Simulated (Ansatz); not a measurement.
**Diamond-structure Si**

Level of theory: r²SCAN+rVV10 in Ansatz (plane waves, PAW).

Settings: plane-wave cutoff 560 eV, 12×12×12 k mesh, Fermi–Dirac smearing 0.01 eV, scalar-relativistic PAW data made under PBE.

Cell (relaxed at this level):

```yaml
crystal:
  lattice:
    - [0.00000, 2.71777, 2.71777]
    - [2.71777, 0.00000, 2.71777]
    - [2.71777, 2.71777, 0.00000]
  atoms:
    - { symbol: Si, position: [0.00000, 0.00000, 0.00000] }
    - { symbol: Si, position: [0.25000, 0.25000, 0.25000] }
```

* **bulk modulus**: 98.5 GPa
* **band gap**: 0.73 eV (indirect)
* **smallest direct gap on the k points sampled**: 2.73 eV
* **width of the whole s-p valence band**: 12.53 eV
* **pressure derivative B′ of the bulk modulus**: 4.2

Measured, for comparison: bulk modulus 101 GPa (0 K value with zero-point phonon effects removed; as tabulated in Sun et al. (2011), doi:10.1103/physrevb.84.035117). Computed (rounded) less measured: bulk modulus -2 %.

Static lattice: no zero-point or thermal effects.

Ansatz is an electronic-structure program.
